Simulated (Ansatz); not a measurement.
Geometry optimisation, RKS PBE/6-31G* in Ansatz 0.2.0.

input.yaml

```yaml
crystal:
  periodic: [false, false, false]
  atoms:
    - { symbol: Si, position_ang: [0.0, 0.0, 0.0] }
    - { symbol: "N", position_ang: [0.0, 0.0, 2.17] }
    - { symbol: H, position_ang: [-0.877, -0.2713, 2.7] }
    - { symbol: H, position_ang: [0.877, 0.2713, 2.7] }
    - { symbol: F, position_ang: [1.4994, 0.0, -0.5295] }
    - { symbol: H, position_ang: [-0.6877, 1.1914, -0.4862] }
    - { symbol: H, position_ang: [-0.6877, -1.1914, -0.4862] }
    - { symbol: H, position_ang: [0.9186, -1.3949, 0.555] }
    - { symbol: H, position_ang: [0.7292, -1.1073, 1.5131] }
basis:
  gaussian: { orbitals: "6-31G*" }
hamiltonian:
  xc: pbe
relax:
  f_tol: 0.15
  max_steps: 25
  restrain:
    - { distance: [0, 7], at: 1.46, k: 30.0 }
    - { distance: [8, 1], at: 1.06, k: 30.0 }
    - { distance: [0, 1], at: 3.02, k: 30.0 }
    - { distance: [8, 7], at: 1.86, k: 30.0 }
```

Command:

```bash
$ ansatz run input.yaml --threads 1 --pin off --max-ram 2048MiB --backend cpu --events-out ev --progress --plain --runs-dir out
```

Q: Where does it end, and by what steps?

A: The forces met the threshold. The restraints hold the end off the free minimum; the threshold counts their pulls, which the force column leaves out. Restrained pairs: Si1–H8 (1.76 → 1.48 Å), N2–H9 (1.48 → 1.04 Å), Si1–N2 (2.17 → 3.01 Å), H8–H9 (1.02 → 1.87 Å). After 14 steps the energy has fallen by 3.037 eV (the restraints' own energy left out); F5 moved furthest, 1.52 Å.

```csv
step,energy less start (eV),largest force component (eV/Å),accepted
0,0.0000,3.211,yes
1,0.7015,3.937,yes
2,0.4526,4.000,yes
3,-0.5509,2.155,yes
4,-1.3247,2.748,yes
5,-1.9421,2.447,yes
6,-2.3613,1.506,yes
7,-2.7543,0.929,yes
8,-2.8831,0.770,yes
9,-2.8967,1.438,no
10,-2.9218,0.648,yes
11,-2.9541,0.545,yes
12,-2.9919,0.548,yes
13,-2.9947,0.836,yes
14,-3.0371,0.545,yes
```

```xyz
9
Properties=species:S:1:pos:R:3
Si 0.402 -0.226 -0.486
N -0.227 -0.233 2.460
H -0.851 -0.819 3.025
H 0.096 0.525 3.070
F 1.115 -0.375 -1.947
H 0.261 1.233 -0.189
H -0.922 -0.917 -0.549
H 1.284 -0.878 0.503
H 0.613 -0.811 2.249
```

The run took 25 s on 1 thread of Arm Neoverse V2, on a shared host, peak memory 0.12 GiB.
